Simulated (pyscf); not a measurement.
Structures and frequencies: ωB97X-D3(BJ)/def2-SVP in PySCF.

SMILES: N[SiH2]N[SiH2]N
```xyz
14

N     -0.7709    -1.1483    -2.4531
Si     0.2700    -1.1358    -1.0509
N      0.4744     0.4828    -0.4683
Si    -0.8322     1.5003     0.0844
N     -2.3023     0.7555    -0.4108
H     -1.2252    -2.0215    -2.7056
H     -0.4691    -0.6553    -3.2891
H      1.6578    -1.6369    -1.3089
H     -0.3950    -2.0606    -0.0878
H      1.4143     0.8663    -0.5030
H     -0.9127     1.6525     1.5709
H     -0.5870     2.8646    -0.4797
H     -2.3345     0.2384    -1.2859
H     -2.9988     0.4535     0.2583
```
Charge 0, spin multiplicity 1.

**Question.** How much does it cost (ΔH, 298 K, ωB97M-D3(BJ)/def2-TZVP) to split H₂N–SiH₂–NH–SiH₂–NH₂ (SMILES N[SiH2]N[SiH2]N) at its H–N bond into H₂N–SiH₂–N•–SiH₂–NH₂ + H•?

**Answer.** H–N to H₂N–SiH₂–N•–SiH₂–NH₂ + H•: 108.8 kcal/mol. The 7 functionals that were run give +102.8 (PBE) to +109.8 kcal/mol (M06-2X). H₂N–SiH₂–N•–SiH₂–NH₂ lies 18.6 kcal/mol over its isomer H₂N–SiH•–NH–SiH₂–NH₂, and others may lie lower still (electronic energy, ωB97M-D3(BJ)).
